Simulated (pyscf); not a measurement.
Single points on ωB97X-D3(BJ)/def2-SVP structures (PySCF, gas phase). MP2 and CC: frozen core, UHF for open shells. ΔMP2 is the change of the MP2 total energy from the triple- to the quadruple-zeta basis.

### Question
How much does it cost (ΔH, 298 K, CCSD(T)/def2-TZVPP + ΔMP2(QZVPP)) to split HO–BiH₂ (SMILES [OH][BiH2]) at its Bi–O bond into OH• + BiH₂•?

### Answer
Bi–O to OH• + BiH₂•: 69.3 kcal/mol. The CCSD(T) − MP2 part came from Ansatz, without density fitting, on the same reference. The frozen core leaves the outer d or s,p core shells of the metals and heavy elements correlated in the MP2 and CC values, and def2-TZVPP describes them poorly, which can shift differences by a few kcal/mol. Left out: the spin-orbit lowering of OH. Elements past Kr carry the def2 core potentials, without spin-orbit coupling.
